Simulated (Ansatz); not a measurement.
We consider 2H MoTe₂, described by PBE (Ansatz, a quantum-chemistry and plane-wave program, PAW).

Run with plane-wave cutoff 520 eV, 12×12×4 k mesh (along the axes of the cell as run), Fermi–Dirac smearing 0.01 eV, no spin polarisation, scalar-relativistic PAW data made under PBE.

Response to compression and expansion:

Shape and atoms are relaxed at each volume.

| V (Å³/atom) | P (GPa) | direct gap at Γ (eV) | c (Å) | a (Å) |
|---|---|---|---|---|
| 26.900 | 0.33 | 3.017 | 14.782 | 3.551 |
| 27.460 | 0.12 | 3.063 | 15.058 | 3.554 |
| 28.021 | -0.01 | 3.106 | 15.342 | 3.557 |
| 28.581 | -0.05 | 3.160 | 15.650 | 3.557 |
| 29.142 | -0.10 | 3.198 | 15.947 | 3.558 |

The fundamental gap (0.97 eV at the equilibrium volume, with added k points) lies elsewhere than Γ–Γ.

Note: the cell comes from a level without a dispersion term, which matters for the spacing of layers, chains or molecules.

Spin–orbit coupling is not included; with these elements it can move the gap by several tenths of an eV or more.
